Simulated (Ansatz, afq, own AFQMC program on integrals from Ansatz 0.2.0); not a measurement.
**Where AFQMC and coupled cluster stand for Al2⁺, doublet**

| atom | x (Å) | y (Å) | z (Å) |
| --- | --- | --- | --- |
| Al | 0.0000 | 0.0000 | 0.0000 |
| Al | 0.0000 | 0.0000 | 3.0310 |

Basis cc-pVDZ. Noble-gas cores (and the filled d shells of Ga–Kr and In–Xe) are frozen. Ansatz 0.2.0 and our own AFQMC program on the same integrals; the CISD trial comes from CCSD amplitudes, and released means the phaseless constraint is let go. Error bars are statistical, one sigma.

Determinant: UHF, the one that the program's search chose, which needn't be the lowest solution. The geometry is a PBE0/def2-TZVP stationary point of this or a neighbouring charge and spin state.

Full CI on the same integrals is exact in this basis and with this determinant's frozen core.

Cautions: unrestricted determinant slightly spin contaminated (⟨S²⟩ 0.81 against 0.75).

```
T1 diagnostic                               : 0.0261
weight of the determinant in the CISD state : 0.876
⟨S²⟩ of the determinant                     : 0.813
size of the correlated space                : 5 electrons in 26 orbitals
```

```tsv
level	correlation energy (eV)
MP2	-1.6117
CCSD	-2.4259
CCSD(T)	-2.4778
```

(1) Estimate where phaseless AFQMC with a CISD trial lies against CCSD(T) on the same integrals.

(1) 17.7 ± 6.7 meV below CCSD(T).

Reference: full CI, correlation energy -2.501 eV. The released energy is read at 2.40 1/Eh (meV from the phaseless value at times in 1/Eh: -3 ± 7 at 0.24, -4 ± 6 at 0.51, 3 ± 4 at 0.99, -1 ± 4 at 1.62, -1 ± 4 at 2.40).

| level | E − E(reference) (meV) | share of correlation (%) |
| --- | --- | --- |
| CCSD(T) | 23.2 | 99.07 |
| CCSDT | 2.6 | 99.90 |
| CCSDT(Q) | 0.7 | 99.97 |
| ph-AFQMC/HF | 113.0 ± 29.1 | 95.48 |
| ph-AFQMC/CISD | 5.6 ± 6.7 | 99.78 |
| released AFQMC | 4.4 ± 3.7 | 99.83 |

CCSDT and higher add their correlation energy to the determinant of the CCSD(T) run, since their own runs factorise the integrals more tightly (a shift of under 2 meV). A walk keeps the symmetry of its determinant, which the program's search chose and which needn't be the lowest solution, so a lower state of the same spin and another symmetry isn't excluded. Released energies are given only where the last usable release times agree within the noise; a slower fall can still hide under it.
